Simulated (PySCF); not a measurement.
## How the method changes the constants of MgP⁻

State: ³Π (triplet), unpaired electrons σ ↑, π ↑. Set-up: PySCF, spin-free X2C with a Gaussian nucleus, basis sets Mg aug-cc-pVDZ-DK, P aug-cc-pVDZ-DK. De refers to Mg + P⁻ in their high-spin ground configurations, without counterpoise correction. The functionals are run spin-unrestricted. A positive dipole points towards P; it is taken about the centre of mass and depends on that origin. Levels whose curve was spin-contaminated or gave no clean fit are not listed.

| Level | Re (Å) | ωe (cm⁻¹) | De (eV) | μ (D) | CPU s a point (SCF and correlation, without the integrals) |
| --- | --- | --- | --- | --- | --- |
| PBE | 2.440 | 349 | 1.54 | -0.35 | 0.68 |
| PW91 | 2.437 | 350 | 1.56 | -0.39 | 0.48 |
| r²SCAN | 2.421 | 365 | 1.64 | -0.62 | 1 |
| PBE0 | 2.423 | 355 | 1.46 | -0.63 | 1.1 |
| BHandHLYP | 2.435 | 332 | 1.14 | -0.81 | 0.6 |
| B2PLYP | 2.435 | 352 | 1.26 | -0.73 | 0.73 |

Q: What does a quarter of exact exchange do here, going from PBE to PBE0?

A: PBE0 less PBE: -1.7 pm in Re, +1.7 % in ωe, -0.08 eV in De. Exact exchange removes part of the self-interaction that spreads semilocal densities, and in most molecules shortens and stiffens the bond and lowers De; so it does here.

Q: What does the step from GGA to meta-GGA do here, going from PBE to r²SCAN?

A: r²SCAN less PBE: -1.9 pm in Re, +4.6 % in ωe, +0.10 eV in De. 

Correlated steps freeze 6 core orbitals. For an ion De counts to the pair picked by the measured ionisation energies or electron affinities, which need not be the lowest pair at this level. The highest Kohn–Sham level is positive in this anion. Much of that is self-interaction error, but it also means that the finite basis helps to hold the extra electron. B2PLYP dipoles, levels and charges come from its SCF part alone. The state is the lowest determinant that a PBE0 search found; another state may lie lower at other levels.

The whole job (state search and all levels along the bond) took about 3.2 min on 1 thread of Arm Neoverse V1 (shared host), peak memory 0.71 GiB.
